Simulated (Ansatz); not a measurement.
## How methods differ on CH2BCl (SMILES B[C]Cl)

CH2BCl has 5 atoms, charge 0, and is taken as a triplet. As SMILES, `B[C]Cl`. The shape is that of a GFN2-xTB optimisation.

```xyz
5

B     0.4142    0.1394   -0.4725
C    -0.4874    0.2809    0.6847
Cl   -1.4706   -0.5831    1.6530
H     0.5757   -0.9156   -0.9698
H     0.9682    1.0784   -0.8954
```

Quantity: the energy change with the C2–Cl3 bond stretched from 1.628 to 3.256 Å, in eV. The values are calculated.

| level | kind | program | value (eV) | less CCSDT/STO-3G | CPU time (all runs) |
| --- | --- | --- | --- | --- | --- |
| UPBE/STO-3G | GGA | Ansatz | 3.78 | +0.55 | 4.5 s |
| UB3LYP/STO-3G | global hybrid | Ansatz | 3.59 | +0.36 | 3.8 s |
| U-wB97M-V/STO-3G | range-separated hybrid | Ansatz | 3.85 | +0.62 | 47 s |
| U-wB97X/STO-3G | range-separated hybrid | Ansatz | 3.90 | +0.67 | 20 s |
| UCAM-B3LYP/STO-3G | range-separated hybrid | Ansatz | 3.79 | +0.56 | 5.1 s |
| UBCCD(T)/STO-3G | coupled cluster or CI | Ansatz | 3.24 | +0.01 | 1.6 s |
| UCCSDT(Q)/STO-3G | coupled cluster or CI | Ansatz | 3.23 | 0.00 | 7.5 s |
| UCCSDT/STO-3G | coupled cluster or CI | Ansatz | 3.23 | 0.00 | 6.7 s |

UCCSDT/STO-3G is the highest level here, not the true value. At this stretch a single reference begins to fail. The first shape isn't each level's own minimum. The values span 3.23 to 3.90 eV. Spin contamination of the reference (⟨S²⟩ at least 0.1 too high) touches UB3LYP/STO-3G, U-wB97X/STO-3G, UCAM-B3LYP/STO-3G, UBCCD(T)/STO-3G, UCCSDT(Q)/STO-3G, UCCSDT/STO-3G. All rows use very small basis sets, so none should be taken for the real molecule's value. In so small a basis fixed costs decide the times, and correlated methods can beat functionals. CPU times are rough (shared hosts, several kinds of processor and program).
